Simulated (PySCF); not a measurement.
**Simulated absorption spectrum**

1-butyne, C4H6.
SMILES: `C#CCC`

Computed with TDDFT CAM-B3LYP/aug-cc-pVTZ, vertical, gas phase, core orbitals frozen in the response (PySCF 2.14.0, density-fitted response routines). Isolated species at its PBE0-D3(BJ)/def2-TZVP geometry, gas phase.

Computed states:

```
state  E (eV)       f
   S1    6.50  0.0004
   S2    6.72   0.011
   S3    6.73  0.0004
   S4    6.93   0.029
   S5    6.96   0.035
   S6    7.53  0.0085
   S7    7.54   0.043
   S8    7.69  0.0025
   S9    7.75   0.018
  S10    7.78   0.026
```

Broadening: Gaussians 0.25 eV wide at half height, area fixed by f = 4.319×10⁻⁹ ∫ε dν̃. The width is an assumption, not a result. The curve ends short of the highest state used, and states not computed would add to its high-energy end.

Task: What does the envelope look like, and where are its maxima?

Result: 
```csv
λ (nm),ε (L mol⁻¹ cm⁻¹)
172.6,644
173.9,1650
175.2,3354
176.5,5334
177.8,6720
179.1,6821
180.4,5737
181.6,4318
182.9,2981
184.2,2080
185.5,1489
186.8,1036
188.1,661
189.4,381
190.7,203
192.0,105
193.3,54
194.6,28
195.9,14
197.2,6
198.5,3
199.8,1
201.0,0
202.3,0
```

Maxima: 179 nm (6.94 eV), ε about 6900, made up of S4 (45%) and S5 (53%) (ε in L mol⁻¹ cm⁻¹; maxima over ε = 5, shares over 10%).

Task: Coming from long wavelengths, where does ε first pass 100 L mol⁻¹ cm⁻¹?

Result: At about 192 nm (6.46 eV), 0.05 eV below S1.

Task: On this curve, what absorbance would a 10⁻³ mol/L sample give at 193 nm over a 1 cm path?

Result: 193 nm is 6.424 eV, where ε is about 63 L mol⁻¹ cm⁻¹, so A = ε c l ≈ 0.063 (Beer–Lambert, with the gas-phase spectrum and the assumed width).

Task: What would ε be at 6.94 eV, the highest of these maxima, with half the width (0.125 eV)?

Result: About 13100 L mol⁻¹ cm⁻¹ against 6950, a factor of about 1.9; a lone state at its own centre would give exactly 2.
